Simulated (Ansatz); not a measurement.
# SiClF+ (quartet): the correlation ladder, def2-QZVPP

An exercise on one series of results from a longer session: the logs are not shown, and one member is left open.

The runs use Ansatz 0.2.0, Gaussian basis; def2-QZVPP, core rule «outside noble gas», up to 11 orbitals frozen.

To be run: UHF; ROHF; CCSD(T) on UHF.

4 further runs of the same task are left out: 4 set aside as unsound or not needed.

**What is computed**

The geometry is a PBE0/def2-TZVP stationary point (not a proven minimum) of the parent state, kept for this charge and spin.

3 atoms, charge 1, spin multiplicity 4.

Atoms are counted from 1 here; the program's logs count them from 0.

Bond lengths: Cl1–Si2 2.041 Å, Si2–F3 1.602 Å. Angles: Cl1–Si2–F3 116.3°.

The first run:

in.yaml

```yaml
crystal:
  periodic: [false, false, false]
  atoms:
    - {symbol: Cl, position_ang: [0.000000, -0.165216, 1.357873]}
    - {symbol: Si, position_ang: [0.000000, 0.563381, -0.548185]}
    - {symbol: F, position_ang: [0.000000, -0.524541, -1.723546]}
basis:
  gaussian: {orbitals: "def2-QZVPP.json"}
total_charge: 1
magnetization: {spin_polarized: true, initial_magnetization: 3}
hamiltonian: {xc: hf}
output: {orbitals: {seedname: orbitals}}
```

Started as:

```bash
$ ansatz run in.yaml --threads 1 --pin off --events-out ev --progress --plain --max-ram 2393MiB
```

Steps of the session up to this table: UHF; ROHF; CCSD(T) on UHF.

One of the session's tables, all rows but one given; the rest of the session is left out.

```
  method  from UCCSD(T) (kcal/mol)
    ROHF                   +352.04
     UHF                         ?
    UMP2                    +27.83
   UCCSD                    +12.82
UCCSD(T)                         0
```

**Question.** Estimate the row for UHF.

The run gave: from UCCSD(T) (kcal/mol): +347.20. In the column «from UCCSD(T) (kcal/mol)» it lies between UMP2 (+27.83) and ROHF (+352.04).
